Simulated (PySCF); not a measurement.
**PN2⁻ under other conditions**

How does PN2⁻ answer to another spin, charge, distance or environment?

The runs use PySCF 2.14.0; each script names its method and basis.

2 further runs of the same task are left out: 2 that didn't finish.

## 1. The starting structure

PN2⁻: 3 atoms, charge -1, spin multiplicity 1.

Bond lengths: P1–N2 1.511 Å, P1–N3 1.511 Å. Angles: N2–P1–N3 180.0°.

## 2. The run that the others are compared with

input.py reads:

```python
from pyscf import gto, dft

mol = gto.M(
    atom='P 0 0 0; N 1.5114 0 0; N -1.5114 0 0',
    basis='cc-pvdz-dk',
    charge=-1,
    spin=0,
    verbose=4,
)
mf = dft.RKS(mol, xc='lc_wpbe')
mf = mf.sfx2c1e()
mf.kernel()
mf.stability(internal=True, external=True)
mf.dip_moment()
print('orbital energies (hartree):', mf.mo_energy[..., max(0, mol.nelec[1]-3):mol.nelec[0]+3].round(4))
```

Command:

```console
> OMP_NUM_THREADS=1 python input.py
```

Its log is not repeated here.

In short: E(SCF) = -451.456068 Eh, 9 cycles, internal stable; real -> complex stable; RHF/RKS -> UHF/UKS stable.

The dipole of an ion depends on the origin.

## 3. Coordinates × 1.5

Variant 1 changes geometry: coordinates × 1 → coordinates × 1.5.

input.py reads:

```python
from pyscf import gto, dft

mol = gto.M(
    atom='P 0 0 0; N 2.2671 0 0; N -2.2671 0 0',
    basis='cc-pvdz-dk',
    charge=-1,
    spin=0,
    verbose=4,
)
mf = dft.RKS(mol, xc='lc_wpbe')
mf = mf.sfx2c1e()
mf.kernel()
mf.stability(internal=True, external=True)
mf.dip_moment()
print('orbital energies (hartree):', mf.mo_energy[..., max(0, mol.nelec[1]-3):mol.nelec[0]+3].round(4))
```

Command:

```console
> OMP_NUM_THREADS=1 python input.py
```

## 4. PCM, ε = 32.6

Variant 2 changes solvent: none (gas phase) → PCM, ε = 32.6; step after the SCF: stability → analyze.

input.py reads:

```python
from pyscf import gto, dft, solvent

mol = gto.M(
    atom='P 0 0 0; N 1.5114 0 0; N -1.5114 0 0',
    basis='cc-pvdz-dk',
    charge=-1,
    spin=0,
    verbose=4,
)
mf = dft.RKS(mol, xc='lc_wpbe')
mf = mf.sfx2c1e()
mf = solvent.PCM(mf)
mf.with_solvent.eps = 32.6
mf.kernel()
mf.analyze()
print('orbital energies (hartree):', mf.mo_energy[..., max(0, mol.nelec[1]-3):mol.nelec[0]+3].round(4))
```

## 5. Quintet (UKS)

Variant 3 changes spin (2S): 0 → 4; SCF type: RKS → UKS.

input.py reads:

```python
from pyscf import gto, dft

mol = gto.M(
    atom='P 0 0 0; N 1.5114 0 0; N -1.5114 0 0',
    basis='cc-pvdz-dk',
    charge=-1,
    spin=4,
    verbose=4,
)
mf = dft.UKS(mol, xc='lc_wpbe')
mf = mf.sfx2c1e()
mf.kernel()
mf.stability(internal=True, external=True)
mf.dip_moment()
print('orbital energies (hartree):', [e[max(0, n-3):n+3].round(4) for e, n in zip(mf.mo_energy, mol.nelec)])
```

## 6. Charge +0 (doublet, UKS)

Variant 4 changes charge: -1 → 0; spin (2S): 0 → 1; SCF type: RKS → UKS.

input.py reads:

```python
from pyscf import gto, dft

mol = gto.M(
    atom='P 0 0 0; N 1.5114 0 0; N -1.5114 0 0',
    basis='cc-pvdz-dk',
    charge=0,
    spin=1,
    verbose=4,
)
mf = dft.UKS(mol, xc='lc_wpbe')
mf = mf.sfx2c1e()
mf.kernel()
mf.stability(internal=True, external=True)
mf.dip_moment()
print('orbital energies (hartree):', [e[max(0, n-3):n+3].round(4) for e, n in zip(mf.mo_energy, mol.nelec)])
```

**Question.** What will these runs give? Wanted: for each run, E(SCF); from base; gap, α spin; SCF dipole; after the SCF.

The runs gave:

```
                     run  E(SCF) (hartree)  from base (eV)  cycles  gap, α spin (eV)  SCF dipole (D)                                            after the SCF
                    base       -451.456068               0       9             10.60             n/a                                                   stable
       coordinates × 1.5       -451.060314        +10.7690      10              6.26             n/a  unstable: internal, real -> complex, RHF/RKS -> UHF/UKS
           PCM, ε = 32.6       -451.558659         -2.7916       9             10.79             n/a                                                      n/a
           quintet (UKS)       -451.202531         +6.8991      11              7.06             n/a            unstable: real -> complex, UHF/UKS -> GHF/GKS
charge +0 (doublet, UKS)       -451.349441         +2.9015      11             11.46            0.00                             unstable: UHF/UKS -> GHF/GKS
```

What this shows: Of the runs whose energies can be compared, “coordinates × 1.5” moves the SCF energy most (+10.769 eV). A continuum solvent with ε = 32.6 lowers the energy by 2.792 eV, a large gain because the system is charged. The quintet solution found lies 6.90 eV above the base singlet at this geometry and level. At the SCF level, going to the doublet with one electron fewer costs 2.90 eV at fixed geometry, against 2.87 eV for the negative of the highest filled level. With coordinates × 1.5 the frontier gap moves by over 1.5 eV, which can mean another electronic state rather than the bond length alone.
